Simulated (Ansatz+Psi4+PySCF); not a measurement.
The numbers below are computed, except where a source is named.
## Psi4 1.11 run

```
molecule {
1 2
O 0.000000 0.000000 -0.658990
O 0.000000 0.000000 0.658990
}

set basis cc-pVTZ
set reference rohf
set scf_type pk
energy('scf')
```

The input is written out from the run's settings.

The run gave:

```json
{
 "Converged": "yes",
 "Total energy": "-149.09911 hartree",
 "Spin squared of the determinant": "0.750",
 "Occupied orbitals by symmetry in an Abelian subgroup (alpha; beta)": "3 Ag 1 B2g 2 B1u 1 B2u 1 B3u; 3 Ag 2 B1u 1 B2u 1 B3u"
}
```

This is not the lowest solution: another run reaches a determinant 0.53 eV lower. Caution: an unrestricted determinant lies well below.
